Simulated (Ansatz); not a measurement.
# C4H9: the cost of one run

The runs use Ansatz 0.2.0, Gaussian basis; cc-pVTZ, core rule «outside noble gas», up to 4 orbitals frozen.

To be run: UHF; CCSD(T) on ROHF; CCSD(T) on UHF.

### Step 1. The system

The geometry is an MP2(full)/6-31G* stationary point (not a proven minimum).

13 atoms, charge 0, spin multiplicity 2.

Atoms are counted from 1 here; the program's logs count them from 0.

Bond lengths: C1–C2 1.493 Å, C1–C3 1.493 Å, C1–C4 1.493 Å, C2–H5 1.102 Å, C2–H6 1.094 Å, C2–H7 1.094 Å, C3–H8 1.102 Å, C3–H9 1.094 Å, C3–H10 1.094 Å, C4–H11 1.102 Å, C4–H12 1.094 Å, C4–H13 1.094 Å. Angles: C2–C1–C3 118.0°, C2–C1–C4 118.0°, C3–C1–C4 118.0°, C1–C2–H5 111.5°, C1–C2–H6 111.5°, C1–C2–H7 111.5°, H5–C2–H6 107.0°, H5–C2–H7 107.0°, H6–C2–H7 108.3°, C1–C3–H8 111.5°, C1–C3–H9 111.5°, C1–C3–H10 111.5°, H8–C3–H9 107.0°, H8–C3–H10 107.0°, H9–C3–H10 108.3°, C1–C4–H11 111.5°, C1–C4–H12 111.5°, C1–C4–H13 111.5° and more.

### Step 2. UHF

Contents of in.yaml:

```yaml
crystal:
  periodic: [false, false, false]
  atoms:
    - {symbol: C, position_ang: [0.000000, 0.000000, 0.178426]}
    - {symbol: C, position_ang: [0.000000, 1.478187, -0.034369]}
    - {symbol: C, position_ang: [1.280147, -0.739093, -0.034369]}
    - {symbol: C, position_ang: [-1.280147, -0.739093, -0.034369]}
    - {symbol: H, position_ang: [0.000000, 1.731496, -1.107295]}
    - {symbol: H, position_ang: [-0.887043, 1.945769, 0.404062]}
    - {symbol: H, position_ang: [0.887043, 1.945769, 0.404062]}
    - {symbol: H, position_ang: [1.499520, -0.865748, -1.107295]}
    - {symbol: H, position_ang: [2.128607, -0.204683, 0.404062]}
    - {symbol: H, position_ang: [1.241564, -1.741086, 0.404062]}
    - {symbol: H, position_ang: [-1.499520, -0.865748, -1.107295]}
    - {symbol: H, position_ang: [-1.241564, -1.741086, 0.404062]}
    - {symbol: H, position_ang: [-2.128607, -0.204683, 0.404062]}
basis:
  gaussian: {orbitals: cc-pVTZ}
magnetization: {spin_polarized: true, initial_magnetization: 1}
hamiltonian: {xc: hf}
output: {orbitals: {seedname: orbitals}}
```

Launch:

```
$ ansatz run in.yaml --threads 1 --pin off --events-out ev --progress --plain --max-ram 3956MiB --backend cpu
```

Q: Estimate wall time and peak memory on 1 thread of AMD EPYC 7R13, shared host.

About 7 s, with a peak of 0.67 GiB.
